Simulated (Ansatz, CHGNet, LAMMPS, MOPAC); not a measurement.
# Volume per atom of wurtzite ZnO: levels of theory against measurement

Reference value: 11.89 Å³/atom (measured, 4 K, no zero-point or thermal correction; as tabulated in arXiv:1206.3780).

```json
[
 {"level (code)": "ionic model binks1994 (shell model, LAMMPS)", "value (Å³/atom)": "11.90"},
 {"level (code)": "PM7 semi-empirical Hartree-Fock (MOPAC) (MOPAC)", "value (Å³/atom)": "12.30"},
 {"level (code)": "CHGNet 0.3.0 (CHGNet)", "value (Å³/atom)": "12.40"},
 {"level (code)": "LDA (Ansatz)", "value (Å³/atom)": "(withheld)"},
 {"level (code)": "PBE (Ansatz)", "value (Å³/atom)": "12.32"},
 {"level (code)": "PBE-D3(BJ) (Ansatz)", "value (Å³/atom)": "12.05"},
 {"level (code)": "PBE-D4 (Ansatz)", "value (Å³/atom)": "(withheld)"},
 {"level (code)": "r²SCAN (Ansatz)", "value (Å³/atom)": "11.81"},
 {"level (code)": "HSE06 (Ansatz)", "value (Å³/atom)": "(withheld)"}
]
```

Task: Some entries are withheld; supply them.

Result: 
- LDA (Ansatz, an electronic-structure program), value (Å³/atom): 11.33
- PBE-D4 (Ansatz), value (Å³/atom): 12.02
- HSE06 (Ansatz), value (Å³/atom): 11.94

Differences against the reference: ionic model binks1994 +0.1 %, PM7 semi-empirical Hartree-Fock (MOPAC) +3.4 %, CHGNet 0.3.0 +4.3 %, LDA -4.7 %, PBE +3.6 %, PBE-D3(BJ) +1.3 %, PBE-D4 +1.1 %, r²SCAN -0.7 %, HSE06 +0.4 %.

Leaving aside ionic model binks1994, which can be fitted to such values or carry a doubt: Nearest, and too close to rank with a margin of 1.0 % (twice that across the reference) picked here for doubts on the reference and the settings, and for temperature and zero-point motion: HSE06 (+0.4 %), r²SCAN (-0.7 %), PBE-D4 (+1.1 %), PBE-D3(BJ) (+1.3 %). LDA (-4.7 %) misses by most. Within 4 %: PM7 semi-empirical Hartree-Fock (MOPAC), PBE, PBE-D3(BJ), PBE-D4, r²SCAN, HSE06. The lowest first-principles rung that does so: DFT without exact exchange (PBE, PBE-D3(BJ), PBE-D4, r²SCAN).

The reference has no zero-point or thermal correction, while the calculations are for a static lattice, so the differences are not the levels' errors alone. A static lattice is as a rule a little smaller than the measured one.  PM7 semi-empirical Hartree-Fock (MOPAC): the method was fitted mainly to molecules. PM7 semi-empirical Hartree-Fock (MOPAC): the run uses a supercell at the zone centre in place of a k mesh. Cutoffs and k meshes differ between the levels. Ansatz's density-functional and Hartree–Fock values are scalar-relativistic unless marked +SOC, with PAW data made under PBE.

Empirical potentials (ionic model binks1994) are fitted to chosen data, which need not cover the solid at hand: agreement can be built in, and what lay outside the fit can be far off. Machine-learned potentials (CHGNet 0.3.0) are trained on DFT data, which may include these solids.

Differences are worked out from the printed values.
